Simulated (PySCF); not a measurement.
Atom-mapped SMILES (the numbers label the heavy atoms): `[NH2:1][SiH2:2][NH2:3]` (H(Xn): hydrogen on atom n).

Geometry: PBE0-D3(BJ)/def2-SVP; GIAO shifts from PySCF 2.14, gas phase, non-relativistic, averaged over equivalent atoms.

At PBE0/aug-cc-pVDZ (127 basis functions, 7 s wall time on 1 thread of an Arm Neoverse V1, shared host):
```
      atoms  δ (ppm)
      N1/N3     18.3
        Si2    -32.6
     H(Si2)     5.24
H(N1)/H(N3)     0.29
```

Scale: 15N (σref 269.84) vs NH3; TMS for 29Si (σref 416.72) and 1H (σref 31.39) (reference shieldings calculated alike).

Estimate the result of repeating the calculation with BHandHLYP/pcSseg-2.

Results:


| atoms | δ at BHandHLYP/pcSseg-2 | change |
| --- | --- | --- |
| N1/N3 | 19.8 | +1.5 |
| Si2 | -44.4 | -11.8 |
| H(Si2) | 4.71 | -0.53 |
| H(N1)/H(N3) | 0.62 | +0.33 |

References, each an isolated molecule treated in the same way: 15N (259.78 ppm) against NH3; 29Si (345.75 ppm) and 1H (31.45 ppm) against TMS.

The largest change is at Si2 (silicon bonded to 2 N, 2 H). Cost: 199 basis functions, 11 s wall time on 1 thread of an Arm Neoverse V1, shared host.

Experimental scales use liquid or dissolved standards, which lie at an offset from isolated NH3 (liquid NH3: subtract about 20 ppm).
